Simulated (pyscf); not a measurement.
**Multi-bond step: HO–Si(OH)(OH)–F (SMILES O[Si](O)(O)F) + HF (SMILES F) + HF (SMILES F) -> HO–Si(OH)(F)–F (SMILES O[Si](O)(F)F) + H₂O (SMILES O) + HF (SMILES F)**

Gas phase, singlet surface, charge 0. Bonds broken: Si2–O5, H9–F10, H11–F12. Bonds formed: Si2–F10, O5–H11, H9–F12. PySCF, gas phase, ωB97X-D3(BJ)/def2-SVP geometries.

Transition state (Å):

```xyz
12

O      1.0585     0.2190    -0.5208
Si    -0.4491    -0.1798     0.0122
O     -1.1469    -0.6277    -1.4413
F     -0.6331    -1.5018     0.9282
O     -1.7807     0.9362     0.2814
H      1.6547     0.5336     0.1672
H     -0.5270    -0.9581    -2.0986
H     -2.4589     0.8376    -0.4019
H     -0.7239     1.1288     2.2700
F      0.1319     0.6739     1.6962
H     -1.9971     1.3244     1.3750
F     -1.7826     1.5535     2.4891
```

One imaginary mode, 751i cm⁻¹; descent along it reached the two sides named, in the forms told below.

```csv
bond,change,reactant side (Å),saddle,product side
Si2–O5,breaks,1.678,1.758,2.067
H9–F10,breaks,0.953,1.126,1.674
H11–F12,breaks,0.964,1.157,1.778
Si2–F10,forms,3.4,1.975,1.668
O5–H11,forms,1.556,1.180,0.978
H9–F12,forms,1.562,1.162,0.943
```

Electronic energies relative to the separated reactants (kcal/mol):

```csv
level,barrier,reaction energy,reverse barrier
ωB97X-D3(BJ)/def2-TZVP,-5.2,-8.8,3.5
PBE/def2-TZVP,-9.9,-9.5,-0.4
r²SCAN/def2-TZVP,-11.1,-9.8,-1.4
B3LYP-D3(BJ)/def2-TZVP,-6.1,-9.3,3.2
PBE0-D3(BJ)/def2-TZVP,-8.1,-8.7,0.6
M06-2X/def2-TZVP,-8.3,-8.6,0.2
ωB97M-D3(BJ)/def2-TZVP,-5.6,-9.1,3.5
HF/def2-TZVP,17.6,-9.9,27.5
```

With ωB97M-D3(BJ)/def2-TZVP energies and thermal terms (ideal gas, 1 atm, RRHO with modes under 100 cm⁻¹ raised to 100, one conformer, R ln 2 for rigid chiral ones), in kcal/mol:

```
T (K)   ΔH‡   ΔG‡     ΔH     ΔG
-----  ----  ----  -----  -----
298    -5.2  16.7   -8.7   -9.5
600    -6.0  39.3   -9.2  -10.1
900    -5.4  61.8   -9.7  -10.5
1200   -4.3  84.1  -10.1  -10.7
```

On the reactant side the descent ends in a bound adduct (not fully relaxed), 22.1 kcal/mol under the separated species and 16.8 kcal/mol under the saddle at ωB97X-D3(BJ)/def2-TZVP. On the product side the descent ends in an adduct with a O–Si contact, 9.2 kcal/mol under the separated species and 12.8 kcal/mol under the saddle at ωB97X-D3(BJ)/def2-TZVP. At ωB97X-D3(BJ), PBE, r²SCAN, B3LYP-D3(BJ), PBE0-D3(BJ), M06-2X, ωB97M-D3(BJ) the saddle lies under the separated reactants, which points to a path from their complex (located at ωB97X-D3(BJ) alone). At PBE, r²SCAN the saddle lies under the separated products, which points to a path from their complex (located at ωB97X-D3(BJ) alone). What is counted as broken (O–Si) persists as a longer contact in the product adduct; parting that adduct is a step of its own. One saddle was located; it need not be the lowest between these sides.
